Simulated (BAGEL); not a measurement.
# One shape, several levels: CH3Al (SMILES C[Al])

Wanted: a comparison of 4 runs (B3LYP/6-31G*, CASPT2(10,11)/6-31G*, NEVPT2(10,11)/6-31G*, RI-MP2/cc-pVTZ) of CH3Al. 

The results are computed with BAGEL 1.2.2.

8 further runs of the same task are left out: 8 that didn't finish.

**1. Starting point**

CH3Al has 5 atoms, charge 0, and is taken as a singlet. SMILES: `C[Al]`. Geometry: relaxed at PBE0-D4/def2-TZVP.

Bond lengths: C1–Al2 1.988 Å, C1–H3 1.098 Å, C1–H4 1.098 Å, C1–H5 1.098 Å. Angles: Al2–C1–H3 111.8°, Al2–C1–H4 111.8°, Al2–C1–H5 111.8°, H3–C1–H4 107.1°, H3–C1–H5 107.1°, H4–C1–H5 107.1°.

**2. The energy at B3LYP/6-31G(d) (density fitting with cc-pvqz-jkfit, spherical functions) (run 1)**

job.json

```json
{ "bagel" : [

{
  "title" : "molecule",
  "basis" : "6-31gs.json",
  "df_basis" : "cc-pvqz-jkfit",
  "angstrom" : true,
  "geometry" : [
    { "atom" : "C", "xyz" : [   -0.131220,   -0.057510,    0.054000 ] },
    { "atom" : "Al", "xyz" : [    1.572690,    0.689240,   -0.647230 ] },
    { "atom" : "H", "xyz" : [   -0.230740,   -1.127460,   -0.171770 ] },
    { "atom" : "H", "xyz" : [   -0.205100,    0.049890,    1.144270 ] },
    { "atom" : "H", "xyz" : [   -1.005630,    0.445840,   -0.379270 ] }
  ]
},
{ "title" : "ks", "xc_func" : "b3lyp" },
{ "title" : "print", "file" : "orbitals.molden", "orbitals" : true }

]}
```

The basis set 6-31G* is read from a file made from the Basis Set Exchange's data (not shown).

On the command line:

```console
BAGEL_NUM_THREADS=1 BAGEL job.json > job.out
```

What it wrote:

```text
* using 1 threads per process

  ===============================================================
  ===============================================================

  *** Geometry ***

  { "atom" : "C", "xyz" : [     -0.247970,     -0.108678,      0.102045 ] },
  { "atom" : "Al", "xyz" : [      2.971953,      1.302475,     -1.223087 ] },
  { "atom" : "H", "xyz" : [     -0.436035,     -2.130591,     -0.324598 ] },
  { "atom" : "H", "xyz" : [     -0.387583,      0.094278,      2.162357 ] },
  { "atom" : "H", "xyz" : [     -1.900365,      0.842515,     -0.716716 ] },

  Number of auxiliary basis functions:      407

  Since a DF basis is specified, we compute 2- and 3-index integrals:
    o Being stored without compression. Storage requirement is 0.005 GB

  Number of basis functions:       38
  Number of electrons      :       22

    * METHOD: MOLECULE                             0.08

  *** Kohn-Sham DFT ***

    * Removing 7429 points whose weight is below 1.00e-10
    * Grid points: 67101

  === Nuclear Repulsion ===
    38.2614716938

       - DIIS with orbital gradients will be used.

  === KS iteration (b3lyp / 6-31gs.json) ===
      0       -273.07390877          0.15437589           0.10
      1       -272.84704077          0.12880390           0.07
      2       -275.35909218          0.15532472           0.06
      3       -281.24887170          0.05552615           0.06
      4       -282.27194991          0.01551117           0.07
      5       -282.30664774          0.00643627           0.06
      6       -282.31013713          0.00297776           0.06
      7       -282.31123314          0.00140923           0.06
      8       -282.31151737          0.00027796           0.07
      9       -282.31153321          0.00004030           0.07
     10       -282.31153341          0.00000531           0.06
     11       -282.31153341          0.00000054           0.06
     12       -282.31153341          0.00000011           0.07
     13       -282.31153341          0.00000003           0.13
     14       -282.31153341          0.00000001           0.06
     15       -282.31153341          0.00000000           0.06
    * SCF iteration converged.

    * Permanent dipole moment:
           (    0.320382,     0.140413,    -0.131847) a.u.

    * METHOD: KS                                   1.28

    * METHOD: PRINT                                0.00

  ===============================================================
```

Run time: 1.7 s. Hardware: 1 thread of Intel Xeon 6975P-C (Granite Rapids), shared host; peak memory 0.15 GiB.

**3. A single-point energy at CASPT2(10,11)/6-31G(d) (density fitting with cc-pvqz-jkfit, spherical functions) (run 2)**

job.json

```json
{ "bagel" : [

{
  "title" : "molecule",
  "basis" : "6-31gs.json",
  "df_basis" : "cc-pvqz-jkfit",
  "angstrom" : "true",
  "geometry" : [
    { "atom" : "C", "xyz" : [      -0.131220,      -0.057510,       0.054000 ] },
    { "atom" : "Al", "xyz" : [       1.572690,       0.689240,      -0.647230 ] },
    { "atom" : "H", "xyz" : [      -0.230740,      -1.127460,      -0.171770 ] },
    { "atom" : "H", "xyz" : [      -0.205100,       0.049890,       1.144270 ] },
    { "atom" : "H", "xyz" : [      -1.005630,       0.445840,      -0.379270 ] }
  ]
},

{
  "title" : "hf"
},

{
  "title" : "casscf",
  "nstate" : 1,
  "nact" : 11,
  "nclosed" : 6,
  "maxiter" : 200,
  "natocc" : "true"
},

{
  "title" : "print",
  "file" : "orbitals.molden",
  "orbitals" : "true"
},

{
  "title" : "smith",
  "method" : "caspt2",
  "ms" : "true",
  "xms" : "true",
  "sssr" : "true",
  "shift" : 0.0,
  "ncore" : 6
}

]}
```

The basis set 6-31G* is read from a file made from the Basis Set Exchange's data (not shown).

On the command line:

```console
BAGEL_NUM_THREADS=1 BAGEL job.json > job.out
```

What it wrote:

```text
* using 1 threads per process

  ===============================================================
  ===============================================================

  *** Geometry ***

  { "atom" : "C", "xyz" : [     -0.247970,     -0.108678,      0.102045 ] },
  { "atom" : "Al", "xyz" : [      2.971953,      1.302475,     -1.223087 ] },
  { "atom" : "H", "xyz" : [     -0.436035,     -2.130591,     -0.324598 ] },
  { "atom" : "H", "xyz" : [     -0.387583,      0.094278,      2.162357 ] },
  { "atom" : "H", "xyz" : [     -1.900365,      0.842515,     -0.716716 ] },

  Number of auxiliary basis functions:      407

  Since a DF basis is specified, we compute 2- and 3-index integrals:
    o Being stored without compression. Storage requirement is 0.005 GB

  Number of basis functions:       38
  Number of electrons      :       22

    * METHOD: MOLECULE                             0.08

  *** RHF ***

  === Nuclear Repulsion ===
    38.2614716938

      * DIIS with orbital gradients will be used.

[... 6 lines left out ...]
    * SCF iteration converged.
[... 1 line left out ...]
    * Permanent dipole moment:
[... 22 lines left out ...]
    * Second-order optimization converged. *
[... 11 lines left out ...]
     * ci vector, state   0, <S^2> = 0.0000
[... 5 lines left out ...]
       2.222..2...    -0.0560912509

    * METHOD: CASSCF                              77.20

    * METHOD: PRINT                                0.00

  === SMITH program ===

    * freezing 6 orbitals

    * Approximate memory requirement for SMITH calulation per MPI process:
      o Storage requirement for T-amplitude, lambda, and residual is 0.00 GB
      o Storage requirement for MO integrals is 0.00 GB
    * Calculating and saving rdm4f

    * Third and Fock-weighted fourth order RDM ( 1, 1) evaluation
      will be done with 3 passes

    * Zeroth order energy : state  0       -5.1642424706

    * CASPT2 iteration is performed using redundant basis

      ---- iteration ----

        0    -0.08080415     0.00742503      0.49
        1    -0.08185195     0.00102312      0.49
        2    -0.08188899     0.00017670      0.49
        3    -0.08189032     0.00003444      0.49
        4    -0.08189040     0.00000827      0.50
        5    -0.08189040     0.00000159      0.49
        6    -0.08189040     0.00000038      0.49

      -------------------

    * CASPT2 energy : state  0     -281.6801205520
        reference weight              0.9700029491

    * METHOD: SMITH                               61.57

  ===============================================================
```

Wall time 2.3 min (1 thread of Intel Xeon 6975P-C (Granite Rapids), shared host); peak memory 12 GiB.

**4. The energy at NEVPT2(10,11)/6-31G(d) (density fitting with cc-pvqz-jkfit, spherical functions) (run 3)**

input.json

```json
{ "bagel" : [

{
  "title" : "molecule",
  "basis" : "6-31gs.json",
  "df_basis" : "cc-pvqz-jkfit",
  "angstrom" : true,
  "geometry" : [
    { "atom" : "C", "xyz" : [   -0.131220,   -0.057510,    0.054000 ] },
    { "atom" : "Al", "xyz" : [    1.572690,    0.689240,   -0.647230 ] },
    { "atom" : "H", "xyz" : [   -0.230740,   -1.127460,   -0.171770 ] },
    { "atom" : "H", "xyz" : [   -0.205100,    0.049890,    1.144270 ] },
    { "atom" : "H", "xyz" : [   -1.005630,    0.445840,   -0.379270 ] }
  ]
},
{ "title" : "hf", "charge" : 0 },
{ "title" : "nevpt2", "nstate" : 1, "nact" : 11, "nclosed" : 6, "charge" : 0, "maxiter" : 200, "natocc" : true, "ncore" : 6 },
{ "title" : "print", "file" : "orbitals.molden", "orbitals" : true }

]}
```

The basis set 6-31G* is read from a file made from the Basis Set Exchange's data (not shown).

On the command line:

```console
BAGEL_NUM_THREADS=1 BAGEL input.json > input.out
```

What it wrote:

```text
* using 1 threads per process

  ===============================================================
  ===============================================================

  *** Geometry ***

  { "atom" : "C", "xyz" : [     -0.247970,     -0.108678,      0.102045 ] },
  { "atom" : "Al", "xyz" : [      2.971953,      1.302475,     -1.223087 ] },
  { "atom" : "H", "xyz" : [     -0.436035,     -2.130591,     -0.324598 ] },
  { "atom" : "H", "xyz" : [     -0.387583,      0.094278,      2.162357 ] },
  { "atom" : "H", "xyz" : [     -1.900365,      0.842515,     -0.716716 ] },

  Number of auxiliary basis functions:      407

  Since a DF basis is specified, we compute 2- and 3-index integrals:
    o Being stored without compression. Storage requirement is 0.005 GB

  Number of basis functions:       38
  Number of electrons      :       22

    * METHOD: MOLECULE                             0.08

  *** RHF ***

  === Nuclear Repulsion ===
    38.2614716938

      * DIIS with orbital gradients will be used.

  === RHF iteration (6-31gs.json) ===
      0       -281.38992556          0.02484759           0.01
      1       -281.46573693          0.01199199           0.01
      2       -281.48402217          0.00180762           0.01
[... 7 lines of this table left out ...]
     10       -281.48515269          0.00000000           0.01
    * SCF iteration converged.

    * Permanent dipole moment:
           (    0.344867,     0.151145,    -0.141926) a.u.

    * METHOD: HF                                   0.13

    * freezing 6 orbitals
  ---------------------------
      CASSCF calculation
  ---------------------------

    * nstate   :      1
    * nclosed  :      6
    * nact     :     11
    * nvirt    :     21
  === CASSCF iteration (6-31gs.json) ===

    * Using the second-order algorithm

      0  0      -281.51005504     2.25e-03      4.39

      1  0      -281.54941597     3.02e-03      4.76
[... 25 lines of this table left out ...]
     14  0      -281.59823015     5.40e-09      4.86

    * Second-order optimization converged. *

     guess   0:   closed 11111......          open ...........

  === FCI iteration ===

      0  0      -281.48391378     9.59e-04      0.31
      1  0      -281.58555962     3.93e-04      0.32
      2  0      -281.59687279     1.37e-04      0.32
[... 11 lines of this table left out ...]
     14  0 *    -281.59823015     5.34e-11      0.27

     * ci vector, state   0, <S^2> = 0.0000
       22222......     0.9491492141
       2222.2.....    -0.1696571144
       2222..2....    -0.1696570376
       222.2...2..    -0.0569945366
       22.22....2.    -0.0569885012
       2.222..2...    -0.0560912509

  === DF-NEVPT2 calculation ===

    * Third and fourth order RDM ( 1, 1) evaluation
      will be done with 3 passes
    * 3-index integral transformation done
    * assembly done

      NEVPT2 correlation energy:   -0.0717552993      0.07

          (+0)      0.0000000000
          (+0)'     0.0000000000
          (+1)      0.0000000000
          (+1)'     0.0000000000
          (+2)      0.0000000000
          (-1)      0.0000000000
          (-1)'    -0.0296039435
          (-2)     -0.0421513559

      NEVPT2 total energy:       -281.6699854509

    * METHOD: NEVPT2                             651.78

    * METHOD: PRINT                                0.00

  ===============================================================
```

It took 11 min on 1 thread of Intel Xeon 6975P-C (Granite Rapids), shared host; peak memory 9.5 GiB.

**5. The energy at RI-MP2/cc-pVTZ (density fitting with cc-pvqz-jkfit) (run 4)**

job.json

```json
{ "bagel" : [

{
  "title" : "molecule",
  "basis" : "cc-pvtz.json",
  "df_basis" : "cc-pvqz-jkfit",
  "angstrom" : "true",
  "geometry" : [
    { "atom" : "C", "xyz" : [      -0.131220,      -0.057510,       0.054000 ] },
    { "atom" : "Al", "xyz" : [       1.572690,       0.689240,      -0.647230 ] },
    { "atom" : "H", "xyz" : [      -0.230740,      -1.127460,      -0.171770 ] },
    { "atom" : "H", "xyz" : [      -0.205100,       0.049890,       1.144270 ] },
    { "atom" : "H", "xyz" : [      -1.005630,       0.445840,      -0.379270 ] }
  ]
},

{ "title" : "hf" },

{ "title" : "mp2", "ncore" : 6 }

]}
```

The basis set cc-pVTZ is read from a file made from the Basis Set Exchange's data (not shown).

On the command line:

```console
BAGEL_NUM_THREADS=1 BAGEL job.json > job.out
```

What it wrote:

```text
* using 1 threads per process

  ===============================================================
  ===============================================================

  *** Geometry ***

  { "atom" : "C", "xyz" : [     -0.247970,     -0.108678,      0.102045 ] },
  { "atom" : "Al", "xyz" : [      2.971953,      1.302475,     -1.223087 ] },
  { "atom" : "H", "xyz" : [     -0.436035,     -2.130591,     -0.324598 ] },
  { "atom" : "H", "xyz" : [     -0.387583,      0.094278,      2.162357 ] },
  { "atom" : "H", "xyz" : [     -1.900365,      0.842515,     -0.716716 ] },

  Number of auxiliary basis functions:      407

  Since a DF basis is specified, we compute 2- and 3-index integrals:
    o Being stored without compression. Storage requirement is 0.037 GB

  Number of basis functions:      106
  Number of electrons      :       22

    * METHOD: MOLECULE                             0.13

  *** RHF ***

  === Nuclear Repulsion ===
    38.2614716938

      * DIIS with orbital gradients will be used.

  === RHF iteration (cc-pvtz.json) ===
      0       -281.34665539          0.02286945           0.04
      1       -281.48122483          0.01223119           0.04
      2       -281.52324240          0.00167253           0.04
      3       -281.52528159          0.00026170           0.05
      4       -281.52533994          0.00006412           0.04
      5       -281.52534235          0.00001529           0.04
      6       -281.52534249          0.00000343           0.04
      7       -281.52534249          0.00000096           0.04
      8       -281.52534249          0.00000017           0.04
      9       -281.52534249          0.00000006           0.04
     10       -281.52534249          0.00000001           0.04
     11       -281.52534249          0.00000000           0.04
    * SCF iteration converged.

    * Permanent dipole moment:
           (    0.297867,     0.130546,    -0.122583) a.u.

    * METHOD: HF                                   0.60

  *** RHF ***

  === Nuclear Repulsion ===
    38.2614716938

      * DIIS with orbital gradients will be used.

  === RHF iteration (cc-pvtz.json) ===
      0       -281.52534249          0.00000000           0.03
    * SCF iteration converged.

    * Permanent dipole moment:
           (    0.297867,     0.130546,    -0.122584) a.u.

  === DF-MP2 calculation ===

    * freezing 6 orbitals
    * 3-index integral transformation done
    * assembly done

      MP2 correlation energy:   -0.2402278787      0.02

      MP2 total energy:       -281.7655703729

    * METHOD: MP2                                  0.09

  ===============================================================
```

Run time: 1.1 s. Hardware: 1 thread of Intel Xeon 6975P-C (Granite Rapids), shared host; peak memory 0.1 GiB.

**6. All runs side by side**

| run | level | iteration cap | active rule | energy (Eh) | wall time |
| --- | --- | --- | --- | --- | --- |
| 1 | B3LYP/6-31G* (density fitting with cc-pvqz-jkfit, spherical functions) | – | – | -282.311533 | 1.7 s |
| 2 | CASPT2(10,11)/6-31G* (density fitting with cc-pvqz-jkfit, spherical functions) | 200 | valence | -281.680121 | 2.3 min |
| 3 | NEVPT2(10,11)/6-31G* (density fitting with cc-pvqz-jkfit, spherical functions) | 200 | valence | -281.669985 | 11 min |
| 4 | RI-MP2/cc-pVTZ (density fitting with cc-pvqz-jkfit) | – | – | -281.765570 | 1.1 s |

**7. What came out**

```
                                          quantity          value
                               run 4: total energy  -281.76557 Eh
run 4: correlation energy (6 core orbitals frozen)     -240.2 mEh
```

All runs together took 13 min, the longest 11 min.
